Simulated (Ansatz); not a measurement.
Rock-salt MgS was calculated with B3LYP (VWN-RPA form) in Ansatz (plane waves, PAW).

Numerical settings: plane-wave cutoff 520 eV, 10×10×10 k mesh, scalar-relativistic PAW data made under PBE.

Computed at the level's own relaxed cell.

Hill averages of the elastic tensor: K = 74.8 GPa, G = 51.9 GPa. Volume 18.032 Å³/atom, mean atomic mass 28.185 u.

Task: Work out the density, the sound velocities of a polycrystal and the elastic Debye temperature at this level.

Result: ρ = 1.66054 × 28.185/18.032 = 2.596 g/cm³. v_l = √[(K + 4G/3)/ρ] = 7.448 km/s and v_t = √(G/ρ) = 4.471 km/s. The mean follows from 3/v_m³ = 1/v_l³ + 2/v_t³: v_m = 4.946 km/s. Θ_D = (ħ/k_B) v_m (6π²/V)^(1/3) = 76.38 K Å s/km × 4.946 × 1.4864 Å⁻¹ = 562 K, counting all atoms of the cell.

Ansatz is a first-principles code.
